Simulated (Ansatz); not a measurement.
Se (R-3, No. 148), treated with PBE0 (plane waves, PAW; Ansatz, a quantum-chemistry and plane-wave program).

Run with plane-wave cutoff 500 eV, 6×6×6 k mesh, gaussian smearing 0.02 eV, scalar-relativistic PAW data made under PBE.

Cell (relaxed with r²SCAN):

Se is taken in the trigonal space group R-3, hexagonal axes (No. 148), Pearson symbol hR6. Conventional cell: a = b = 11.3592 Å, c = 4.7933 Å, α = β = 90.00°, γ = 120.00°. Se on 18f has 2 Se at 2.366 Å (bent). (Neighbours: up to the widest gap in distance over summed covalent radii, below 1.35, at either atom.)
(The calculation used a cell of 6 atoms; values per cell refer to that cell.)

**Question.** Estimate the band gap that the calculation returns.

**Answer.** 
* **band gap**: 3.04 eV (on the SCF k mesh)

Note: the cell comes from a level without a dispersion term, which matters for the spacing of layers, chains or molecules; cell and atoms aren't relaxed at this level (largest force component 0.22 eV/Å, pressure -0.5 GPa).

Spin–orbit coupling is not included.

The computed numbers hold no vibrational or temperature effects.

It cost about 20 core-minutes (a rough figure) of CPU time.
